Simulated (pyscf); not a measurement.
Single points on ωB97X-D3(BJ)/def2-SVP structures (PySCF, gas phase).

Task: For the elementary gas-phase step HO–GaH₂ (SMILES [OH][GaH2]) + H₂C=CH₂ (SMILES C=C) → O=GaH (SMILES [O]=[GaH]) + H₃C–CH₃ (SMILES CC) (singlet surface; H–O, Ga–H broken, C–H, C–H formed), what barrier and reaction energy does ωB97X-D3(BJ)/def2-TZVP give, measured from the separated reactants?

Result: ΔE‡ = 199.1 kJ/mol, ΔE = +43.1 kJ/mol. ωB97M-D3(BJ)/def2-TZVP gives 203.6 kJ/mol and +46.4 kJ/mol. Zero-point energy shifts the barrier by -1.8 kJ/mol. It is a concerted two-bond exchange, with an imaginary mode of 1819i cm⁻¹. O=GaH lies 201.3 kJ/mol over its isomer HO–Ga [singlet] (electronic energy, ωB97M-D3(BJ)/def2-TZVP). One saddle was located; it need not be the lowest between these sides. Elements up to Kr have no core potential and no relativistic terms here.
